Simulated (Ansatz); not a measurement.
Write a Python script for Ansatz 0.2.0, Python API that makes a rigid scan of one bond length of AlH2O2, SMILES [OH][Al][OH]. Level of theory (for the species named): CAM-B3LYP, 6-31G* basis, multiplicity 2.

```yaml
atoms:
  - { symbol: O, position_ang: [-1.5954, -0.0803, 0.1092] }
  - { symbol: Al, position_ang: [-0.0181, -0.8802, 0.0556] }
  - { symbol: O, position_ang: [1.4441, -0.0171, 0.6786] }
  - { symbol: H, position_ang: [-1.6242, 0.4514, -0.7728] }
  - { symbol: H, position_ang: [1.8435, 0.4525, -0.1119] }
```

`run_scan.py`:
```python
"""Potential curve of AlH2O2 along one bond."""

import ansatz as az
import numpy as np


def main() -> None:
    geometry_ang = [
        ("O", (-1.5954, -0.0803, 0.1092)),
        ("Al", (-0.0181, -0.8802, 0.0556)),
        ("O", (1.4441, -0.0171, 0.6786)),
        ("H", (-1.6242, 0.4514, -0.7728)),
        ("H", (1.8435, 0.4525, -0.1119)),
    ]
    system = az.Crystal.molecule()
    for symbol, xyz in geometry_ang:
        system = system.atom(symbol, xyz)

    symbols = [site.symbol for site in system.cartesian_sites]
    start = np.array([site.position_ang for site in system.cartesian_sites])
    axis = (start[0] - start[1]) / np.linalg.norm(start[0] - start[1])
    moving = [0, 3]
    lengths, energies = [1.557, 1.628, 1.699, 1.769, 1.84, 1.911, 1.982, 2.088], []
    for length in lengths:
        xyz = start.copy()
        xyz[moving] += (length - np.linalg.norm(start[0] - start[1])) * axis
        point = az.Crystal.molecule()
        for symbol, place in zip(symbols, xyz):
            point = point.atom(symbol, place.tolist())
        base = point.calculation().basis(gaussian="6-31G*").functional("CAM-B3LYP").spin("collinear", total=1)
        report = base.run().report
        energies.append(report["free_energy_ev"])
        print(f"r = {length:6.3f} A  E = {energies[-1]:.5f} eV  <S^2> = {abs(report['mean_field']['state']['spin_squared']):.3f}")

    # quartic fit about the minimum
    fit = np.polynomial.Polynomial.fit(lengths, np.array(energies) - min(energies), 4).convert()
    roots = [r.real for r in fit.deriv().roots() if abs(r.imag) < 1e-9 and fit.deriv(2)(r.real) > 0]
    r_e = min(roots, key=lambda r: abs(r - lengths[int(np.argmin(energies))]))
    print(f"minimum of the fit at {r_e:.4f} A, force constant {fit.deriv(2)(r_e):.2f} eV/A^2")


if __name__ == "__main__":
    main()
```

`python run_scan.py` gives:
```text
r =  1.557 A  E = -10721.99018 eV  <S^2> = 0.752
r =  1.628 A  E = -10722.34952 eV  <S^2> = 0.752
r =  1.699 A  E = -10722.49813 eV  <S^2> = 0.753
r =  1.769 A  E = -10722.49915 eV  <S^2> = 0.753
r =  1.840 A  E = -10722.39806 eV  <S^2> = 0.753
r =  1.911 A  E = -10722.22788 eV  <S^2> = 0.754
r =  1.982 A  E = -10722.01387 eV  <S^2> = 0.755
r =  2.088 A  E = -10721.65238 eV  <S^2> = 0.758
minimum of the fit at 1.7335 A, force constant 24.93 eV/A^2
```

Reading the output:
- Total energies depend on the basis set; only differences at equal settings carry meaning.
- The rest of the molecule is held rigid at a force-field or estimated start geometry, and the basis set is modest; single-reference methods fail as a bond breaks.
- The run takes the species as open-shell (spin multiplicity 2), which needn't be its ground state.
- The whole script took 30 s on 1 thread of Arm Neoverse N1, on a shared host, peak memory 0.2 GiB.
